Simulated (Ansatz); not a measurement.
We consider bcc Cs, described by PBEsol (PAW; Ansatz, a program for electronic structure).

Settings: plane-wave cutoff 520 eV, 14×14×14 k mesh, Fermi–Dirac smearing 0.05 eV, scalar-relativistic PAW data made under PBE.

A third-order Birch–Murnaghan fit to the energies gives V0 = 108.643 Å³/atom, B0 = 2.06 GPa, B′ = 3.2.

```csv
V (Å³/atom),P (GPa)
102.131,(withheld)
104.304,0.089
106.477,0.043
108.650,0.000
110.823,(withheld)
112.996,-0.076
115.169,(withheld)
```

Question: Estimate the withheld pressures from this fit; the answers are the runs' own values.

Answer: 
- 102.131, P (GPa): 0.140
- 110.823, P (GPa): -0.040
- 115.169, P (GPa): -0.109

The formula P = (3/2) B0 (x^(7/3) − x^(5/3)) [1 + (3/4)(B′ − 4)(x^(2/3) − 1)] with x = V0/V meets the computed pressures within 0.01 GPa when these rounded values are put in.

Measured, for comparison: bulk modulus 2.11 GPa (corrected for temperature and zero-point phonon effects, our sources range from 2.11 to 2.35; as tabulated in Levämäki et al. (2014), arXiv:1402.3671); equilibrium volume per atom 110.12 Å³/atom (low-temperature or extrapolated to 0 K; zero-point anharmonic expansion removed; as tabulated in Csonka et al. (2009), arXiv:0903.4037). Computed (rounded) less measured: bulk modulus -2 % (-2 % to -12 % over the range), equilibrium volume per atom -1.3 %.

Spin–orbit coupling is not included.

Static lattice: no zero-point or thermal effects.

Computing time: about 60 core-seconds (a rough figure).
